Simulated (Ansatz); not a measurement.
**AlB− (quartet): the correlation ladder at distance B1–Al2 = 1.836 Å, aug-cc-pVDZ**

How much of the correlation energy of AlB− (quartet) does each wave-function method recover here?

The runs use Ansatz 0.2.0, Gaussian basis; aug-cc-pVDZ, core rule «outside noble gas», up to 6 orbitals frozen.

To be run: UHF; CCSD(T) on ROHF; CCSD(T) on UHF; BCCD(T) on ROHF; CISD; CCSDT(Q) on ROHF; CCSDT(Q) on UHF; CASSCF and MRCISD+Q, 5 electrons in 5 orbitals; CASSCF and NEVPT2, 5 electrons in 5 orbitals; CASSCF and MRCISD+Q, 7 electrons in 8 orbitals; CASSCF and NEVPT2, 7 electrons in 8 orbitals.

20 further runs of the same task are left out: 2 for a mislabelled method, 16 that didn't finish, 2 set aside as unsound or not needed.

## 1. The system

The geometry derives from a PBE0/def2-TZVPD stationary point (not a proven minimum). One bond is set to the value named and the two fragments are kept rigid.

2 atoms, charge -1, spin multiplicity 4.

Atoms are counted from 1 here; the program's logs count them from 0.

Bond lengths: B1–Al2 1.836 Å.

Coordinates:

```
B     0.0000    0.0000    0.0000
Al    0.0000    0.0000    1.8360
```

## 2. UHF

in.yaml reads:

```yaml
crystal:
  periodic: [false, false, false]
  atoms:
    - {symbol: B, position_ang: [0.000000, 0.000000, 0.000000]}
    - {symbol: Al, position_ang: [0.000000, 0.000000, 1.836000]}
basis:
  gaussian: {orbitals: aug-cc-pVDZ}
total_charge: -1
magnetization: {spin_polarized: true, initial_magnetization: 3}
hamiltonian: {xc: hf}
output: {orbitals: {seedname: orbitals}}
```

Run with:

```sh
> ansatz run in.yaml --threads 1 --pin off --events-out ev --progress --plain --max-ram 2393MiB
```

After this run come: CCSD(T) on ROHF; CCSD(T) on UHF; BCCD(T) on ROHF; CISD; CCSDT(Q) on ROHF; CCSDT(Q) on UHF; CASSCF and MRCISD+Q, 5 electrons in 5 orbitals; CASSCF and NEVPT2, 5 electrons in 5 orbitals; CASSCF and MRCISD+Q, 7 electrons in 8 orbitals; CASSCF and NEVPT2, 7 electrons in 8 orbitals.

**Question.** What will the summary of the whole plan be? Wanted: UCCSDT(Q) below the RHF energy; RMP2 from UCCSDT(Q); UMP2 from UCCSDT(Q); RCCSD from UCCSDT(Q); RCCSD(T) from UCCSDT(Q); UCCSD(T) from UCCSDT(Q); RCCSDT(Q) from UCCSDT(Q); NEVPT2 pair from UCCSDT(Q); NEVPT2 valence from UCCSDT(Q).

**Answer**, as computed:

```
                         quantity                                        value
   UCCSDT(Q) below the RHF energy                                   -3.9592 eV
              RMP2 from UCCSDT(Q)                                  +1106.1 meV
              UMP2 from UCCSDT(Q)                                  +1096.1 meV
             RCCSD from UCCSDT(Q)                                   +275.0 meV
          RCCSD(T) from UCCSDT(Q)                                    +73.5 meV
          UCCSD(T) from UCCSDT(Q)                                    +73.9 meV
         RCCSDT(Q) from UCCSDT(Q)                                     +1.5 meV
       NEVPT2 pair from UCCSDT(Q)                                  +1136.0 meV
    NEVPT2 valence from UCCSDT(Q)                                   +736.3 meV
  MRCISD+Q valence from UCCSDT(Q)                                    +15.5 meV
levels within 1 kcal/mol (43 meV)  RCCSDT, UCCSDT, RCCSDT(Q), MRCISD+Q valence
                    T1 diagnostic                                        0.061
   effectively unpaired electrons                                         3.06
```

RCCSD(T) misses by +73.5 meV, 1.9 % of the correlation energy. The occupations are near whole numbers, but T1 = 0.061 shows that the orbitals relax strongly. Of the multireference levels listed MRCISD+Q valence comes nearest in total energy (+15.5 meV), which doesn't show that its space is the better one. These misses are within one basis, not against nature; the frozen cores of restricted and unrestricted runs differ, which can shift their rows.
